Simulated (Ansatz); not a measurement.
SiH3OF (SMILES O[SiH2]F): methods side by side

The species is SiH3OF (6 atoms), meant as a singlet with charge 0. SMILES: `O[SiH2]F`. Geometry: relaxed at PBE0-D4/def2-TZVP. This is one conformer, not always the lowest.

```xyz
6

O    -0.8535   -0.2092   -0.9241
Si    0.3783   -0.0093    0.1239
F     0.1808   -0.9228    1.4178
H    -1.7142    0.1502   -0.7056
H     1.5956   -0.4585   -0.5758
H     0.4551    1.3856    0.6176
```

Quantity: the energy change with the Si2–F3 bond stretched from 1.596 to 3.990 Å, in eV. The values are calculated.

| level | kind | program | value (eV) | less FCI/STO-3G | CPU time (all runs) |
| --- | --- | --- | --- | --- | --- |
| HF/STO-3G (restricted) | Hartree–Fock | Ansatz | 10.87 | +6.63 | 0.3 s |
| BLYP/STO-3G (restricted) | GGA | Ansatz | 6.49 | +2.25 | 3.2 s |
| revPBE/STO-3G (restricted) | GGA | Ansatz | 6.37 | +2.13 | 3.4 s |
| BHLYP/STO-3G (restricted) | global hybrid | Ansatz | 8.90 | +4.66 | 3.5 s |
| PBE0/STO-3G (restricted) | global hybrid | Ansatz | 7.71 | +3.47 | 3.8 s |
| r2SCAN0/STO-3G (restricted) | hybrid meta-GGA | Ansatz | 8.01 | +3.77 | 9.8 s |
| HSE06/STO-3G (restricted) | range-separated hybrid | Ansatz | 7.65 | +3.41 | 4 s |
| wB97M-V/STO-3G (restricted) | range-separated hybrid | Ansatz | 8.73 | +4.49 | 59 s |
| FCI/STO-3G | exact in the basis | Ansatz | 4.24 | 0.00 | 3.2 min |

FCI/STO-3G is exact within its basis and frozen core, so for wave-function methods in that basis the difference is their error; functionals converge differently with the basis, so for them it is only a difference. A spin-restricted reference rises too steeply as a bond breaks; here HF/STO-3G, BLYP/STO-3G, revPBE/STO-3G, BHLYP/STO-3G, PBE0/STO-3G, r2SCAN0/STO-3G, HSE06/STO-3G, wB97M-V/STO-3G lie well above the multireference or unrestricted value. The first shape isn't each level's own minimum. The values span 4.24 to 10.87 eV. All rows use very small basis sets, so none should be taken for the real molecule's value. Times are those of the runs behind each value, whatever else they computed, on shared processors of several kinds: orders of magnitude only.
